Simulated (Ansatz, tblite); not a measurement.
Removing and adding an electron: LiSi₂. Total charge 0; doublet. Geometry: PBE-D4/def2-TZVP. Ansatz, gas phase; energy differences of separate SCF runs; the oxidised species is a triplet (the singlet lies 0.95 eV higher at PBE0-D4/def2-TZVP); the reduced species is a singlet (the triplet lies 1.10 eV higher at PBE0-D4/def2-TZVPD).

Cartesian coordinates in Å:
```
Li 1.325 -0.023 0.803
Si -1.211 0.061 0.504
Si -0.115 -0.038 -1.307
```

The xTB rows come from tblite. The structure comes from a short search, and lower isomers may exist.

(1) Estimate orbital energies and vertical ionisation energies and electron affinities at: GFN1-xTB; GFN2-xTB; PBE-D4/def2-TZVP; PBE-D4/def2-TZVPD; r2SCAN-D4/def2-TZVP; r2SCAN-D4/def2-TZVPD; PBE0-D4/def2-TZVP; PBE0-D4/def2-TZVPD.

Answers

(1) 
```
               level  −HOMO (eV)  vertical IE (eV)  −LUMO (eV)  vertical EA (eV)  HOMO–LUMO gap (eV)  IE − EA (eV)                                                                   remarks
            GFN1-xTB           –             11.97           –              7.60                   –          4.36                                                                         –
            GFN2-xTB           –              9.29           –              3.63                   –          5.66                                                                         –
    PBE-D4/def2-TZVP        4.39              7.08        3.90                 –                0.49             –                                                                         –
   PBE-D4/def2-TZVPD        4.41                 –        3.93              1.66                0.48             –  HOMO above zero (-1 singlet), restricted SCF unstable in HF (-1 singlet)
 r2SCAN-D4/def2-TZVP        4.57              7.07        3.69                 –                0.88             –                                                                         –
r2SCAN-D4/def2-TZVPD        4.57                 –        3.70              1.62                0.87             –  HOMO above zero (-1 singlet), restricted SCF unstable in HF (-1 singlet)
   PBE0-D4/def2-TZVP        5.18              7.01        3.10                 –                2.08             –                                                                         –
  PBE0-D4/def2-TZVPD        5.18                 –        3.11              1.65                2.07             –                                restricted SCF unstable in HF (-1 singlet)
```

Run but left out: HF/def2-TZVPD, MP2/def2-TZVPD, CCSD/def2-TZVPD, CCSD(T)/def2-TZVPD (doublet: ⟨S²⟩ 1.51, where a pure state has 0.75).   A HOMO above zero means that the electron is unbound at that level or that self-interaction error raises the level; the energy of removing that electron tells which. HOMO and LUMO are the levels of the spin that leaves or enters (xTB has no such levels and no spin-polarisation term). Other spin states of the ions may lie lower, which would lower the ionisation energy or raise the affinity. Raw xTB energy differences between charge states are shifted by several eV; the methods need an empirical correction for them.
